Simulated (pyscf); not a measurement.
A first-order saddle from PySCF, ωB97X-D3(BJ)/def2-SVP:

```xyz
11

Ge     0.6845    -0.4874    -1.1108
Ge    -0.6508     0.7323     0.4282
Ge    -3.0442     0.5223     0.8286
H      1.7582     0.7544     0.0092
H      1.4625    -1.5737    -0.3403
H      0.2647    -1.1492    -2.4634
H      1.3108     0.7742     0.8369
H     -0.3985     2.2257     0.1176
H     -3.8351     0.9471    -0.4234
H     -3.4146    -0.9317     1.1651
H     -3.4722     1.4213     2.0009
```
Charge 0, spin multiplicity 1.

Surface: singlet, charge 0. Lowest wavenumbers (cm⁻¹): 655i, 34, 57, 153, 229.

Task: What reaction is this the transition state of?

Result: H₃Ge–GeH₂–GeH₃ <-> H₂Ge=GeH–GeH₃ + H₂, an elimination read from left to right: Ge–H, Ge–H broken and H–H formed. At ωB97M-D3(BJ)/def2-TZVP it lies +311.8 kJ/mol from the left side and +132.0 kJ/mol from the right (each side as separated species at their lowest minima found). H₂Ge=GeH–GeH₃ may be a fragile minimum: a first optimisation, from another start, lost the drawn bonds. This is the saddle that the search found; another between the same sides may lie lower. Elements up to Kr have no core potential and no relativistic terms here.
